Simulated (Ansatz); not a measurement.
Structure relaxation of KAs2

These are results of DFT PBE, scalar-relativistic, plane waves, PAW (Ansatz), not measurements. Cutoff 420 eV, Γ-centred k mesh, Gaussian smearing, no spin polarisation in the final step.

The start puts KAs2 on the ThSi2 structure type (I4_1/amd, No. 141), with K in place of Th, As in place of Si, at a guessed volume.

```
CELL_PARAMETERS angstrom
-2.24974 2.24974 7.82229
2.24974 -2.24974 7.82229
2.24974 2.24974 -7.82229
ATOMIC_POSITIONS crystal
K 0.00000 0.00000 0.00000
K 0.75000 0.25000 0.50000
As 0.41650 0.41650 0.00000
As 0.16650 0.66650 0.50000
As 0.33350 0.83350 0.50000
As 0.58350 0.58350 0.00000
```

Steps on the 6×6×6 mesh (6 atoms). 9 of 9 steps are shown, and the free energy counts from the last. Trial steps that were taken back and renewals of the plane-wave basis can be among the rows.

```tsv
step	ΔF (meV/atom)	V (Å³/atom)	P (GPa)	largest force component (eV/Å)
1	75.8	26.39	2.20	0.440
2	48.7	27.74	0.39	0.421
3	23.6	29.17	0.96	0.763
4	12.2	29.42	-0.44	0.113
5	7.0	29.77	-0.44	0.011
6	4.9	30.13	-0.17	0.268
7	2.9	29.16	0.32	0.072
8	2.3	29.60	-0.03	0.007
9	0.0	29.60	0.11	0.006
```

A final relaxation ran on a 10×10×10 mesh. The relaxed crystal, I4_1/amd (No. 141):

```cif
data_structure
_symmetry_space_group_name_H-M 'I4_1/amd:1'
_symmetry_Int_Tables_number 141
_cell_length_a 5.0705
_cell_length_b 5.0705
_cell_length_c 13.8407
_cell_angle_alpha 90.000
_cell_angle_beta 90.000
_cell_angle_gamma 90.000
_cell_volume 355.84
loop_
_atom_site_label
_atom_site_type_symbol
_atom_site_symmetry_multiplicity
_atom_site_Wyckoff_symbol
_atom_site_fract_x
_atom_site_fract_y
_atom_site_fract_z
_atom_site_occupancy
K1 K 4 a 0.00000 0.00000 0.00000 1
As1 As 8 e 0.00000 0.00000 0.41461 1
```

| Property | Result |
| --- | --- |
| Volume per atom | 29.65 Å³ |
| Density | 3.53 g/cm³ |
| Energy over the elements | -0.27 eV/atom |
| Gap on the 10×10×10 mesh | 0 eV (a metal) |

Formation energies are uncorrected and refer to the elements' standard structures at the same level.

The final run used a 10×10×10 mesh on its 6-atom cell and 0.10 eV smearing. The k mesh leaves about 4 meV/atom of noise in metals.

A structure relaxed within its symmetry needn't be a true minimum.

Cost: 3 runs of about 5.9 core-minutes in all, on Arm Neoverse V1 (shared hosts).